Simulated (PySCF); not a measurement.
# NMR data sheet: acrylonitrile

```
Formula                               : C3H3N
SMILES                                : C=CC#N
Point group of the computed structure : Cs
Degrees of unsaturation               : 3
Carbon signals                        : 3
Proton signals                        : 3
```

Molfile (atoms numbered from 1):
```
C3H3N
     RDKit          3D

  7  6  0  0  0  0  0  0  0  0999 V2000
   -0.1332    0.8602   -0.5842 C   0  0  0  0  0  0  0  0  0  0  0  0
    0.4602   -0.1548    0.0333 C   0  0  0  0  0  0  0  0  0  0  0  0
   -0.2560   -1.0960    0.8026 C   0  0  0  0  0  0  0  0  0  0  0  0
   -0.8276   -1.8664    1.4301 N   0  0  0  0  0  0  0  0  0  0  0  0
   -1.1988    1.0117   -0.5255 H   0  0  0  0  0  0  0  0  0  0  0  0
    0.4295    1.5693   -1.1672 H   0  0  0  0  0  0  0  0  0  0  0  0
    1.5292   -0.3191   -0.0163 H   0  0  0  0  0  0  0  0  0  0  0  0
  1  2  2  0
  2  3  1  0
  3  4  3  0
  1  5  1  0
  1  6  1  0
  2  7  1  0
M  END
```

[PySCF 2.14: spin–spin couplings from B3LYP/pcJ-1; PBE0/pcSseg-1 with gauge-including orbitals; geometry: GFN2-xTB; relativity neglected; no solvent; one conformer]

References, each an isolated molecule treated in the same way: 1H (31.72 ppm) and 13C (186.93 ppm) vs TMS; NH3 for 15N (267.73 ppm).

| carbon | δC, type | δH (multiplicity, J in Hz) | HMBC from (abs. J ≥ 3 Hz) | span of the C tensor (ppm) |
| --- | --- | --- | --- | --- |
| C1 | 146.5, CH2 | H5 6.56 (d, 19.8); H6 6.37 (d, 13.4) | H7 | 261 |
| C2 | 115.7, CH | 5.78 (dd, 19.8, 13.4) | H5 | 210 |
| C3 | 122.2, C | – | H5, H6 | 345 |

Other nuclei:
```csv
atoms,nucleus,environment,δ (ppm),σ (ppm)
N4,15N,nitrile nitrogen,321.2,-53.5
```

Selected couplings (Hz, signed; the shortest-range and largest first, 30 at most; isotopes 13C, 1H, 15N): 1J(C2,H7) 176.4, 1J(C1,H6) 170.7, 1J(C1,H5) 170.4, 1J(C2,C3) 92.0, 1J(C1,C2) 84.0, 1J(C3,N4) -22.8, 2J(C2,N4) 3.6, 2J(C1,C3) -1.4, 3J(H5,H7) 19.8, 3J(H6,H7) 13.4, 3J(C1,N4) -2.0, 3J(N4,H7) -1.7.

1. Carbon types of the structure: 1 × C, 1 × CH, 1 × CH2, which accounts for all hydrogens.
2. δC 146.5: terminal =CH2 carbon; as expected for a trigonal carbon in a double bond.
3. δC 122.2: nitrile carbon; C≡N carbons fall here, among the sp2 signals but without a proton.
4. δC 115.7: alkene CH; an sp2 carbon of a C=C bond.
5. δH 6.56, 6.37: hydrogen on a terminal =CH2 carbon; attached to an sp2 carbon and in the plane of the double bond.
6. δH 5.78: hydrogen on an alkene CH; olefinic region.
7. The protons at 6.56 and 5.78 share a coupling of 19.8 Hz (vicinal, trans across C=C).
8. The protons at 6.37 and 5.78 share a coupling of 13.4 Hz (vicinal, cis across C=C).

Splittings below 1 Hz are ignored in the labels, and close J values are merged. Unscaled 3J(H,H) at this level run about 10 % above measured values. Shifts are as computed. Against solution values, carbons near 30 ppm lie about +3 ppm off and those near 130 ppm about +5 ppm. Of 1211 compounds with measured shifts, 218 miss one by over three times the rms of a fit or turn the order of signals round; such compounds aren't used in these exercises. Experimental scales use liquid or dissolved standards, which lie at an offset from isolated NH3 (liquid NH3: subtract about 20 ppm). Unscaled 15N shifts of sp2 nitrogen come out 20 to 40 ppm too high even then.
